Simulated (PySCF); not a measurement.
# CN: frontier orbitals

BLYP at R = 1.169 Å; PySCF, no relativity, basis sets C def2-SVP, N def2-SVP. State: ²Σ⁺ (doublet), unpaired electrons σ ↑. Only the outer orbitals are listed, counted within each symmetry.

| spin | orbital | occ. | ε (eV) | on C (%) | main shells (%) |
| --- | --- | --- | --- | --- | --- |
| α | 3σ | 1 | -23.32 | 44 | 47 N s, 30 C s, 14 C p |
| α | 4σ | 1 | -11.59 | 56 | 41 C s, 24 N s, 20 N p |
| α | 5σ | 1 | -9.39 | 49 | 36 N p, 33 C p, 15 C s |
| α | 1π | 1 | -9.32 | 45 | 54 N p, 45 C p |
| α | 1π | 1 | -9.32 | 45 | 54 N p, 45 C p |
| α | 2π | 0 | -1.12 | 57 | 56 C p, 43 N p |
| α | 2π | 0 | -1.12 | 57 | 56 C p, 43 N p |
| β | 3σ | 1 | -22.86 | 43 | 48 N s, 29 C s, 14 C p |
| β | 4σ | 1 | -10.36 | 34 | 34 N p, 32 N s, 30 C s |
| β | 1π | 1 | -9.07 | 42 | 58 N p, 41 C p |
| β | 1π | 1 | -9.07 | 42 | 58 N p, 41 C p |
| β | 5σ | 0 | -7.49 | 73 | 38 C p, 34 C s, 22 N p |
| β | 2π | 0 | -0.56 | 60 | 60 C p, 39 N p |
| β | 2π | 0 | -0.56 | 60 | 60 C p, 39 N p |

Problem. Which are the highest filled and the lowest empty level, where do they sit, and how wide is the gap?

Solution. Highest filled β 1π at -9.07 eV (in %: 58 N p, 41 C p); lowest empty β 5σ at -7.49 eV (in %: 38 C p, 34 C s, 22 N p); the gap at BLYP is 1.58 eV.

```
bond order (Mayer)                             : 3.16
⟨S²⟩                                           : 0.754
charge on C (Mulliken, basis-dependent)        : -0.01
charge on C (Löwdin, basis-dependent)          : 0.01
dipole moment (positive dipole means C(−)N(+)) : -0.97 D
```

The state is the lowest determinant that a PBE0 search found; another state may lie lower at other levels.
